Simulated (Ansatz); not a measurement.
A made-up structure of AlHOF (charge -1), singlet:

```xyz
4
angstrom
O -0.1677 -1.1957 1.5209
Al 0.0059 -0.0639 0.0974
F -1.1527 0.1064 -1.4060
H 1.3145 1.1533 -0.2124
```

It is relaxed with PBE-D4/def2-SVPD and then PBE0-D4/def2-TZVPD (Ansatz 0.2.0). Atoms count as bonded within 1.22 times the sum of their covalent radii (H–H: 0.88 Å). The end point is not checked to be a true minimum.

Problem. Does its bonding change? (A judgement: the text doesn't fix the answer.)

Solution. The calculation gives: No: no bond forms or breaks.

Where it ends: The first stage lowers the energy by 0.66 eV in 5 steps. It ends as AlHOF ([O][AlH][F]), total charge -1:
```csv
atom,x (Å),y (Å),z (Å)
O1,-0.1496,-1.0676,1.3579
Al2,0.0052,-0.0568,0.0871
F3,-1.0293,0.0947,-1.2552
H4,1.1737,1.0298,-0.1899
```

Labels in which every atom is bracketed show which atoms are joined, not bond orders.

For scale, one of the runs: PBE0-D4/def2-TZVPD relaxation, 132 basis functions, launched by `ansatz run in.yaml --threads 2 --pin off --events-out ev --progress --plain --max-ram 4352MiB`. Hardware: 2 CPU threads of an Intel Xeon 6975P-C, shared host. Wall time about 9.5 s.
